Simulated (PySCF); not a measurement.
Electric properties by functional and basis

Vinyl ether, C4H6O.
Geometry (PBE0-D3(BJ)/def2-SVP, Å), atoms numbered from 1 in this order:
```xyz
11
C4H6O angstrom
C     -2.256    0.692    0.055
C     -1.181   -0.089    0.138
O      0.074    0.388   -0.028
C      1.112   -0.476    0.014
C      2.373   -0.083   -0.154
H     -2.163    1.759   -0.154
H     -3.247    0.261    0.199
H     -1.247   -1.164    0.346
H      0.839   -1.523    0.200
H      2.617    0.965   -0.339
H      3.177   -0.817   -0.105
```

PySCF, dipoles from the SCF density, polarisabilities from static response with core orbitals frozen. One conformer (not necessarily the lowest) at the PBE0-D3(BJ)/def2-SVP geometry, without solvent, vibrations or thermal averaging.

**Question.** Compare the levels for these properties.

**Answer.** 

```
              level  μ (D)  α (au)  anisotropy (au)
      LDA/def2-SVPD  1.125   62.97            52.28
      PBE/def2-SVPD  1.105   62.31            52.04
    B3LYP/def2-SVPD  1.186   60.66            49.00
     PBE0/def2-SVPD  1.185   59.90            48.10
BHandHLYP/def2-SVPD  1.271   58.57            45.63
CAM-B3LYP/def2-SVPD  1.237   59.55            46.99
  wB97X-D/def2-SVPD  1.205   59.75            46.24
  LC-wPBE/def2-SVPD  1.256   58.06            45.74
       HF/def2-SVPD  1.369   57.30            42.62
        PBE0/6-31G*  1.309   47.73            56.88
      PBE0/def2-SVP  1.337   50.36            54.72
       PBE0/6-31+G*  1.352   57.25            50.26
   PBE0/aug-cc-pVDZ  1.159   62.21            48.79
     PBE0/def2-TZVP  1.229   57.32            51.14
    PBE0/def2-TZVPD  1.152   61.85            48.27
```

The anisotropy is √(½[(α1 − α2)² + (α2 − α3)² + (α3 − α1)²]). The dipole runs from 1.10 D (PBE/def2-SVPD) to 1.37 D (HF/def2-SVPD). No reference polarisability is at hand; against PBE0 in the largest diffuse basis at hand (def2-TZVPD) the other PBE0 rows deviate by 6-31G* -23%, def2-SVP -19%, 6-31+G* -7%, def2-SVPD -3%, aug-cc-pVDZ +1%, def2-TZVP -7%. In one basis (def2-SVPD) the functionals order the polarisability from HF (lowest) to LDA (highest), a spread of 10%. With PBE0 the polarisability is 51.80 au without diffuse functions (mean of 6-31G*, def2-SVP and def2-TZVP) and 60.30 au with them (mean of 6-31+G*, def2-SVPD, aug-cc-pVDZ and def2-TZVPD).
